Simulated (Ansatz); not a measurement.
A made-up structure of CHS₂ (charge -1), closed shell:

```xyz
4
angstrom
S 1.4612 -0.5199 -0.5415
C -0.0134 -0.0215 0.0697
S 2.6109 -1.4638 0.9409
H -0.2107 -0.3384 1.0997
```

It is relaxed with PBE-D4/def2-SVPD and then PBE0-D4/def2-TZVPD (Ansatz 0.2.0). Atoms count as bonded within 1.22 times the sum of their covalent radii (H–H: 0.88 Å). The end point is not checked to be a true minimum.

Problem. Does its bonding change? (Judge from chemistry; the calculation decides.)

Solution. By the calculation: No: no bond forms or breaks.

Where it ends: The first stage lowers the energy by 0.17 eV in 8 steps. It ends as CHS₂ ([CH][S][S]), total charge -1:
| atom | x (Å) | y (Å) | z (Å) |
| --- | --- | --- | --- |
| S1 | 1.4438 | -0.5269 | -0.4174 |
| C2 | -0.0188 | -0.0393 | 0.0247 |
| S3 | 2.6610 | -1.4855 | 0.8860 |
| H4 | -0.2380 | -0.2919 | 1.0754 |

Labels in which every atom is bracketed show which atoms are joined, not bond orders.

For scale, one of the runs: PBE0-D4/def2-TZVPD relaxation, 138 basis functions, launched by `ansatz run in.yaml --threads 2 --pin off --events-out ev --progress --plain --max-ram 4352MiB`. The run took about 27 s on 2 CPU threads of an Intel Xeon Platinum 8259CL (shared host).
